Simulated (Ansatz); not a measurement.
Results of PBE-D3(BJ) (Ansatz, a program for electronic structure, PAW) for A-type hexagonal La2O3.

Settings: plane-wave cutoff 520 eV, 12×12×6 k mesh (along the axes of the cell as run), Fermi–Dirac smearing 0.01 eV, scalar-relativistic PAW data made under PBE.

Computed points:

| V (Å³/atom) | E − E_lowest (meV/atom) | P (GPa) |
|---|---|---|
| 15.606 | 9.78 | 4.96 |
| 15.931 | 2.38 | 2.37 |
| 16.256 | 0.00 | 0.00 |
| 16.581 | 2.21 | -2.15 |
| 16.906 | 8.59 | -4.11 |

### Question
What bulk modulus B0 and pressure derivative B′ does a third-order Birch–Murnaghan fit give?

### Answer
V0 = 16.257 Å³/atom, B0 = 113 GPa, B′ = 3.6 (fit to the energies at full precision).

Shape and atoms are relaxed at each volume.

Measured, for comparison: bulk modulus 113 GPa (300 K, not corrected to a static lattice; as tabulated in Santana et al. (2016), arXiv:1608.06321); equilibrium volume per atom 16.44 Å³/atom (room temperature, not corrected to a static lattice, equation of state from high-pressure X-ray diffraction; as tabulated in Ibáñez et al. (2020), arXiv:2005.12956). Computed (rounded) less measured: bulk modulus 0.0 %, equilibrium volume per atom -1.1 %. A static lattice is as a rule a little smaller and stiffer than an uncorrected measurement, which narrows the difference in the equilibrium volume per atom and would widen misses of the other sign.

Note: the bulk modulus comes from volumes at which shape and atoms were relaxed.

Spin–orbit coupling is not included.

Computed values are for the static lattice.
